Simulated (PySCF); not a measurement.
# Ionisation energy of Cl by level of theory

Cl [Ne] 3s2 3p5 (2P) → Cl⁺ [Ne] 3s2 3p4 (3P), as a difference of total energies. All numbers are calculated (PySCF 2.14, no relativity, point nucleus, in aug-cc-pwCVTZ (8s7p5d3f, 75 functions)). Correlated levels: valence: [Ne] frozen; valence and next inner shell: 1s2 frozen; nothing frozen. The calculations carry no spin-orbit coupling.

Task: Order these methods by the ionisation energy they give, lowest first.
A. revPBE
B. UHF
C. PBE
D. SCS-MP2 (valence)

Result: B (11.770 eV), D (12.773 eV), A (12.925 eV), C (12.979 eV).

Errors of the correlated levels include the incompleteness of this basis and the frozen core.

For comparison: 12.974 eV (measured; NIST levels, between the centres of gravity of the two terms).
